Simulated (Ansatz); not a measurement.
**SiH₂ (triplet): the correlation ladder at distance H1–H2 along a hydrogen transfer = 0.745 Å, cc-pVTZ**

One table from this session's results is given with a row withheld; the runs are named, their logs left out.

Computed with Ansatz 0.2.0, Gaussian basis. Level: cc-pVTZ, core rule «outside noble gas», up to 5 orbitals frozen.

Plan: UHF; CCSD(T) on ROHF; CASSCF and MRCISD+Q, 4 electrons in 4 orbitals.

12 further runs of the same task are left out: 12 set aside as unsound or not needed.

## The system

The geometry derives from fragments relaxed apart (PBE0/def2-TZVP) and kept rigid, so it is no stationary point. A hydrogen atom is moved between rigid fragments.

3 atoms, charge 0, spin multiplicity 3.

Atoms are counted from 1 here; the program's logs count them from 0.

Bond lengths: H1–H2 0.745 Å.

Set-up of the first run:

File in.yaml:

```yaml
crystal:
  periodic: [false, false, false]
  atoms:
    - {symbol: H, position_ang: [0.000000, 0.000000, -1.084000]}
    - {symbol: H, position_ang: [0.000000, 0.000000, -0.339000]}
    - {symbol: Si, position_ang: [0.000000, 0.000000, 1.423000]}
basis:
  gaussian: {orbitals: cc-pVTZ}
magnetization: {spin_polarized: true, initial_magnetization: 2}
hamiltonian: {xc: hf}
output: {orbitals: {seedname: orbitals}}
```

Run with:

```
> ansatz run in.yaml --threads 1 --pin off --events-out ev --progress --plain --max-ram 3498MiB --backend cpu
```

Among the steps run: UHF; CCSD(T) on ROHF; CASSCF and MRCISD+Q, 4 electrons in 4 orbitals.

One table of the session follows, with a row left open; its other results are not shown here.

It belongs to the step «Misses and costs». 

| method | from RCCSD(T) (meV) |
| --- | --- |
| ROHF | +3527.4 |
| UHF | +3392.4 |
| RMP2 | +768.4 |
| RCCSD | ? |
| RCCSD(T) | 0 |
| CASSCF pair | +3011.4 |
| MRCISD pair | +183.3 |
| MRCISD+Q pair | -42.6 |

Estimate the missing values for RCCSD.

As computed: from RCCSD(T) (meV): +104.9. In the column «from RCCSD(T) (meV)» it lies between RCCSD(T) (0) and MRCISD pair (+183.3).
